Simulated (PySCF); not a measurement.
# CHO, SMILES `[CH]=O` (charge 0, multiplicity 2)

Method: TPSSh-D3(BJ)/def2-TZVP // PBE0-D3(BJ)/def2-TZVP (PySCF).

The highest occupied spin orbital comes out as -5.65 eV. The dipole moment is 1.56 D, the total energy comes out as -113.9046 Ha and the cost comes out as about 30 core-seconds (a rough figure).

```xyz
3

C     -0.0244     0.3538     0.0000
O      1.0282    -0.1542     0.0000
H     -1.0037    -0.1995     0.0000
```
Charge 0, spin multiplicity 2.
